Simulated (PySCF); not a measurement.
Spin-rotation constants: `C[C@@H]1C[C@@H]1CF`, C₅H₉F

Geometry:
| atom | x (Å) | y (Å) | z (Å) |
| --- | --- | --- | --- |
| C1 | 1.568 | -0.745 | -0.143 |
| C2 | 0.800 | 0.552 | -0.145 |
| C3 | 0.096 | 1.043 | 1.085 |
| C4 | -0.703 | 0.596 | -0.106 |
| C5 | -1.579 | -0.633 | -0.027 |
| F6 | -1.140 | -1.549 | 0.896 |
| H7 | 1.155 | -1.447 | 0.574 |
| H8 | 1.545 | -1.203 | -1.131 |
| H9 | 2.608 | -0.558 | 0.120 |
| H10 | 1.262 | 1.313 | -0.766 |
| H11 | 0.092 | 0.393 | 1.946 |
| H12 | 0.123 | 2.094 | 1.328 |
| H13 | -1.184 | 1.366 | -0.700 |
| H14 | -2.596 | -0.356 | 0.275 |
| H15 | -1.613 | -1.157 | -0.991 |

Computed with GIAO B3LYP/pcSseg-1 magnetisability, rotational g tensor and spin-rotation constants, non-relativistic, gas phase (PySCF). Geometry: GFN2-xTB, dihedral held. The dihedral C2–C4–C5–F6 is held at 45°.

(1) Give the nuclear spin-rotation constants along the inertial axes (H = +C I·J) beside the isotropic shieldings.

Answers

(1) Rotational constants 5.0058, 3.0659, 2.4387 GHz. A star marks the isotopologue with that one atom substituted, in its own axes.
| atom | isotope | Caa (kHz) | Cbb (kHz) | Ccc (kHz) | mean (kHz) | σ (ppm) |
| --- | --- | --- | --- | --- | --- | --- |
| F6 | 19F | 0.219 | 1.045 | 1.153 | 0.806 | 422.5 |
| H7 | 1H | -0.200 | -0.298 | -0.153 | -0.217 | 30.9 |
| H8 | 1H | -0.523 | -0.265 | -0.003 | -0.263 | 30.4 |
| H9 | 1H | -0.011 | -0.309 | -0.213 | -0.178 | 30.3 |
| H10 | 1H | -0.119 | -0.313 | -0.189 | -0.207 | 30.9 |
| H11 | 1H | -0.486 | -0.304 | -0.043 | -0.278 | 31.4 |
| H12 | 1H | -0.419 | -0.089 | -0.239 | -0.249 | 31.2 |
| H13 | 1H | -0.550 | -0.128 | -0.154 | -0.278 | 31.3 |
| H14 | 1H | -0.051 | -0.063 | -0.239 | -0.118 | 26.6 |
| H15 | 1H | -0.462 | -0.178 | 0.053 | -0.196 | 26.6 |
| C1 | 13C* | 0.791 | 0.398 | 0.359 | 0.516 | 166.1 |
| C2 | 13C* | 0.787 | 0.407 | 0.351 | 0.515 | 166.8 |
| C3 | 13C* | 0.632 | 0.298 | 0.427 | 0.453 | 174.4 |
| C4 | 13C* | 0.830 | 0.369 | 0.407 | 0.535 | 162.6 |
| C5 | 13C* | 1.423 | 0.727 | 0.550 | 0.900 | 96.6 |

For the geometry as given, no vibrational averaging.
